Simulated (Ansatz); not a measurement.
# Al2O (triplet): wave-function methods side by side, def2-TZVPP

The task here is to estimate one member of a computed series from the others.

Computed with Ansatz 0.2.0, Gaussian basis. Level: def2-TZVPP, core rule «outside noble gas», up to 11 orbitals frozen.

To be run: UHF; ROHF; CCSD(T) on UHF.

2 further runs of the same task are left out: 2 set aside as unsound or not needed.

### The system

The geometry is a PBE0/def2-TZVP stationary point (not a proven minimum).

3 atoms, charge 0, spin multiplicity 3.

Atoms are counted from 1 here; the program's logs count them from 0.

Bond lengths: Al1–Al2 2.555 Å, Al2–O3 1.606 Å. Angles: Al1–Al2–O3 180.0°.

Geometry (Å):

```xyz
3
charge 0, multiplicity 3
Al    0.00000    0.00000    2.23860
Al    0.00000    0.00000   -0.31610
O     0.00000    0.00000   -1.92250
```

Set-up of the first run:

Input file in.yaml:

```yaml
crystal:
  periodic: [false, false, false]
  atoms:
    - {symbol: Al, position_ang: [0.000000, 0.000000, 2.238600]}
    - {symbol: Al, position_ang: [0.000000, 0.000000, -0.316100]}
    - {symbol: O, position_ang: [0.000000, 0.000000, -1.922500]}
basis:
  gaussian: {orbitals: def2-TZVPP}
magnetization: {spin_polarized: true, initial_magnetization: 2}
hamiltonian: {xc: hf}
output: {orbitals: {seedname: orbitals}}
```

Command:

```
$ ansatz run in.yaml --threads 1 --pin off --events-out ev --progress --plain --max-ram 4096MiB --backend cpu
```

Among the steps run: UHF; ROHF; CCSD(T) on UHF.

One of the session's tables, all rows but one given; the rest of the session is left out.

It belongs to the step «Misses and costs». 

| method | from UCCSD(T) (kcal/mol) |
| --- | --- |
| ROHF | +239.13 |
| UHF | +236.92 |
| UMP2 | ? |
| UCCSD | +13.46 |
| UCCSD(T) | 0 |

**Question.** Estimate the row for UMP2.

As computed: from UCCSD(T) (kcal/mol): +17.02. In the column «from UCCSD(T) (kcal/mol)» it lies between UCCSD (+13.46) and UHF (+236.92).

With the free atoms at the same levels and basis (separate runs), the atomisation energy is 5.838 eV at UCCSD(T), 3.062 eV at ROHF.

To keep in mind: Warnings: spin contamination; coupled cluster took another determinant than the lowest.
